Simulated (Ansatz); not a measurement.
Results of PBE+SOC (plane waves, PAW; Ansatz, a program for electronic structure) for trigonal Te.

Settings: plane-wave cutoff 520 eV, 12×12×6 k mesh (along the axes of the cell as run), Fermi–Dirac smearing 0.01 eV, PAW data made under PBE.

Computed at the level's own relaxed cell.

Problem. Predict the Γ–Γ gap, band gap, volume per atom, equilibrium lattice constant a and lattice parameter c.

Solution. 
- Γ–Γ gap = 1.35 eV
- band gap = 0.03 eV (under three smearing widths, so not firm)
- volume per atom = 35.31 Å³/atom
- equilibrium lattice constant a = 4.520 Å
- lattice parameter c = 5.988 Å

Measured, for comparison: band gap 0.33 eV (temperature not stated, no zero-point or thermal correction, compiled measured gap; kind and temperature not stated; as tabulated in Kothakonda et al. (2022), arXiv:2208.02841); lattice constant a 4.456 Å, lattice parameter c 5.928 Å (293 K, no zero-point or thermal correction; as tabulated in Wikipedia's data pages). Computed (rounded) less measured: band gap -0.30 eV, lattice constant a +1.4 %, lattice parameter c +1.0 %.

Note: the cell comes from a level without a dispersion term, which matters for the spacing of layers, chains or molecules; the bulk modulus comes from volumes at which shape and atoms were relaxed.

Computed values are for the static lattice.

Computing time: around 70 core-minutes (rough).
